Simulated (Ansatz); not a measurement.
in.yaml

```yaml
crystal:
  periodic: [false, false, false]
  atoms:
    - {symbol: W, position_ang: [0.000000, 0.000000, 0.000000]}
    - {symbol: H, position_ang: [0.000000, 0.000000, 2.059000]}
basis:
  gaussian: {orbitals: def2-TZVP}
total_charge: 1
magnetization: {spin_polarized: true, initial_magnetization: 6}
hamiltonian: {xc: {name: PBE}}
correlation: {method: rpa, electrons: outside_noble_gas}
```

```sh
$ ansatz run in.yaml --threads 1 --pin off --events-out ev --progress --plain --max-ram 2393MiB
```

The program prints:

```
420 factors; integrals over basis functions are off by at most 1.5e-3 eV
mean field evaluation 1: about -1824.3269 eV, gradient 2.7e1 eV
mean field evaluation 2: about -1824.3244 eV, gradient 2.7e1 eV
mean field evaluation 4: about -1828.3721 eV, gradient 9.4e-1 eV
mean field evaluation 8: about -1828.3767 eV, gradient 5.2e-3 eV
mean field evaluation 16: about -1826.5426 eV, gradient 7.2e0 eV
mean field evaluation 32: about -1820.3903 eV, gradient 7.3e0 eV
mean field -1828.37670604 eV, -67.1916046287 hartree, gradient 1.4e-6 eV, S^2 12.000666; 2 other end points of the search recorded, 0 dependent functions left out
4 core orbitals not correlated: weight in the atoms' cores, before any rotation towards them, 1.000 or more for the frozen orbitals, at most 0.000 for the correlated occupied ones
reference -1812.17609165 eV, -66.5962430312 hartree; 6, 0 occupied and 36, 42 virtual orbitals, 420 factors
Total energy: -1815.89833448 eV, -66.7330329319 hartree
```

Ran on 1 thread of Arm Neoverse N1, shared host: 3.9 s wall, 0.12 GiB peak host memory.
